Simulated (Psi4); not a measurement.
# CCSD(T)/6-31G(d) (Cartesian functions, sweep point 3) run of [C3H7]+ (SMILES C[CH+]C)

Wanted: the energy of [C3H7]+. 

Program for the calculation: Psi4 1.11.

4 further runs of the same task are left out: 4 set aside as unsound or not needed.

## Step 1: The system as given

[C3H7]+: 10 atoms, total charge +1, spin state singlet. SMILES: `C[CH+]C`. Geometry: relaxed at PBE0-D4/def2-TZVP.

Bond lengths: C1–C2 1.428 Å, C2–C3 1.428 Å, C1–H4 1.119 Å, C1–H5 1.095 Å, C1–H6 1.088 Å, C2–H7 1.093 Å, C3–H8 1.095 Å, C3–H9 1.088 Å, C3–H10 1.119 Å. Some angles: C1–C2–C3 125.9°, C1–C2–H7 117.1°, C3–C2–H7 117.1°, C2–C1–H4 100.7°, C2–C1–H5 113.3°, C2–C1–H6 115.7°, C2–C3–H8 113.2°, C2–C3–H9 115.7°, C2–C3–H10 100.8°, H4–C1–H5 102.4°.

## Step 2: The energy at CCSD(T)/6-31G(d) (Cartesian functions, sweep point 3)

Input file c3h7.in:

```
memory 1.6 GB

molecule {
  1 1
  C     -0.816200     0.873400    -0.464500
  C      0.173500    -0.154700    -0.422500
  C      0.696200    -0.765000     0.757600
  H     -1.706300     0.291700    -0.812700
  H     -0.666300     1.585500    -1.282300
  H     -1.064400     1.329300     0.491900
  H      0.566100    -0.506600    -1.379700
  H      0.930700    -1.826500     0.627300
  H      0.174400    -0.528000     1.682600
  H      1.712300    -0.299100     0.802300
  symmetry c1
}

set {
  basis           6-31G*
  reference       rhf
  scf_type        pk
  num_frozen_docc 3
  guess           gwh
}

E = energy('ccsd(t)')
```

On the command line:

```
$ psi4 -i c3h7.in -o c3h7.out -n 1
```

c3h7.out:

```text
[...]
  Running in c1 symmetry.
[...]
  Nuclear repulsion =   77.149172543435213
[...]
  Multiplicity = 1
[...]
  Nalpha       = 12
  Nbeta        = 12
[...]
    Number of basis functions: 59
[...]
   @RHF iter   1:  -115.16791433744645   -1.15168e+02   3.98522e-02 DIIS/ADIIS
[...]
   @RHF iter  13:  -117.37901545819233   -4.53326e-12   4.14100e-09 DIIS
[...]
    Orbital Energies [Eh]
    ---------------------
    Doubly Occupied:
       1A    -11.594772     2A    -11.461402     3A    -11.461349
       4A     -1.357086     5A     -1.211401     6A     -1.031792
       7A     -0.901210     8A     -0.841692     9A     -0.819924
      10A     -0.766896    11A     -0.762956    12A     -0.754624
[...]
  @RHF Final Energy:  -117.37901545819233
   => Energetics <=
    Nuclear Repulsion Energy =             77.1491725434352134
    One-Electron Energy =                -303.1261701078946658
    Two-Electron Energy =                 108.5979821062671249
    Total Energy =                       -117.3790154581923275
[...]
 Multipole Moments:
 ------------------------------------------------------------------------------------
     Multipole            Electronic (a.u.)      Nuclear  (a.u.)        Total (a.u.)
 ------------------------------------------------------------------------------------
 L = 1.  Multiply by 2.5417464519 to convert [e a0] to [Debye]
 Dipole X            :          0.2927111           -0.1397883            0.1529228
 Dipole Y            :         -0.2591471            0.1209757           -0.1381715
 Dipole Z            :         -0.7122788            0.3381048           -0.3741740
 Magnitude           :                                                    0.4271802
[...]
      * MP2 total energy                      = -117.746368246175265
[...]
      * CCSD total energy                     = -117.789580854754121
[...]
      * CCSD(T) total energy                  = -117.801401515335741
[...]
```

Wall time 4.8 s (1 thread of INTEL XEON PLATINUM 8581C at 2.30GHz (Emerald Rapids), shared host); peak memory 0.27 GiB.

## Step 3: Results

At CCSD(T)/6-31G* (Cartesian functions, sweep point 3), 3 core orbitals frozen:

| quantity | value |
| --- | --- |
| total energy | -117.80140 Eh |
| HOMO energy (Hartree–Fock orbitals) | -20.53 eV |
| LUMO energy (Hartree–Fock orbitals) | -4.82 eV |
| HOMO–LUMO gap (Hartree–Fock orbitals) | 15.71 eV |
| correlation energy (3 core orbitals frozen) | -422.4 mEh |
| (T) correction | -11.82 mEh |
| T1 diagnostic | 0.016 |

What this shows: The triples make up 2.8 % of the correlation energy.
